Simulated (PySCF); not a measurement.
## Solvent effects on NMR parameters

Molfile (atoms numbered from 1):
```
C2H3O3
     RDKit          3D

  8  7  0  0  0  0  0  0  0  0999 V2000
   -1.0111   -0.2199   -0.0088 C   0  0  0  0  0  0  0  0  0  0  0  0
    0.1737   -0.3986    0.6781 O   0  0  0  0  0  0  0  0  0  0  0  0
    1.3669    0.2428    0.1320 C   0  0  0  0  0  0  0  0  0  0  0  0
    1.1968    0.8928   -0.9061 O   0  0  0  0  0  0  0  0  0  0  0  0
    2.3540    0.0136    0.8229 O   0  0  0  0  0  0  0  0  0  0  0  0
   -1.4392   -1.1908   -0.3446 H   0  0  0  0  0  0  0  0  0  0  0  0
   -0.8394    0.4147   -0.8968 H   0  0  0  0  0  0  0  0  0  0  0  0
   -1.7836    0.2643    0.6296 H   0  0  0  0  0  0  0  0  0  0  0  0
  1  2  1  0
  2  3  1  0
  3  4  2  0
  3  5  1  0
  1  6  1  0
  1  7  1  0
  1  8  1  0
M  CHG  1   5  -1
M  END
```

GIAO PBE0/pcSseg-1 in PySCF 2.14.0 with density-fitted response routines on one PBE0-D3(BJ)/def2-SVP conformer, non-relativistic, equivalent nuclei averaged. Solvents enter as an IEF-PCM continuum (chloroform with ε = 4.7, dimethylsulfoxide with ε = 46.8) around the gas-phase geometry. Shifts are referred to TMS computed in the same medium.

Gas phase, δ in ppm: C3 154.9, C1 49.8, H6/H7/H8 3.54. Dipole moment 4.21 D.

**Question.** How does each δ change in the continuum?

**Answer.** 
```
   atoms                              environment  Δδ, chloroform  Δδ, dimethylsulfoxide
      C3                         carbonate carbon            +4.6                   +5.7
      C1                methyl carbon bonded to O            +1.6                   +2.0
H6/H7/H8  hydrogen on a methyl carbon bonded to O           -0.07                  +0.01
```

Changes are relative to the gas phase. The dipole moment becomes 5.26 D in chloroform, 5.58 D in dimethylsulfoxide.

**Question.** Which of the listed nuclei move most (in ppm), and what does the model miss? (N and O are left out, as their reference compounds move with the solvent too.)

**Answer.** C3 (carbonate carbon, +5.7 ppm) in dimethylsulfoxide. A continuum only polarises the solute; specific hydrogen bonds, the anisotropy of aromatic solvents and changes of geometry or conformer are outside it, as are counter-ions.
